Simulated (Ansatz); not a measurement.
Born–Oppenheimer molecular dynamics of H7PSi (9 atoms, charge 0, multiplicity 1). It starts at the highest image of a converged band. Of that band: Neighbouring images differ by up to 2.9 eV, so the band resolves the path poorly. A vibrational analysis at the climbing image gives one clearly imaginary mode, 1572i cm⁻¹: a first-order saddle point.

Computed with Ansatz 0.2.0, RKS r2SCANh/6-31G*.

* ensemble: NVE (velocity Verlet)
* time step: 0.5 fs
* steps asked: 200
* starting velocities drawn for: 300 K
* seed: 2306

First frame:

```xyz
9
Properties=species:S:1:pos:R:3
Si -0.153 -0.050 -0.073
H -0.065 -1.131 1.245
H 0.709 0.949 0.586
H -0.948 0.563 -1.191
H 0.609 -1.116 -0.800
P -2.376 0.580 1.151
H -3.150 -0.441 0.533
H -2.457 -0.030 2.440
H -0.994 -0.634 1.241
```

How far do the bonds stretch over the last three quarters of this one trajectory? (Pairs bonded in most of those frames.)


```csv
bond,mean (Å),spread (Å),shortest,longest
Si1–H2,1.518,0.091,1.37,1.66
Si1–H3,1.490,0.013,1.47,1.52
Si1–H4,1.490,0.019,1.46,1.52
Si1–H5,1.512,0.060,1.41,1.61
P6–H7,1.423,0.029,1.38,1.47
P6–H8,1.435,0.014,1.41,1.46
P6–H9,1.470,0.135,1.27,1.66
```

Mean temperature of the second half: 3056 K. The conserved energy stayed within 0.52 meV per atom of its start (net change 0.31 meV per atom), so the integration is sound. The kinetic energy rose, since the run started high on the potential surface and went downhill. It ends in pieces (H3P + H4Si), so much of that is their flight and rotation, not heat. A run of 0.1 ps of so small a system gives no equilibrium averages. The orbitals stay closed-shell, which can raise the energy where a bond breaks towards radicals; this wasn't checked here.

The run took 8.7 min on 1 thread of Arm Neoverse V2, with other jobs on the host, peak memory 0.12 GiB.
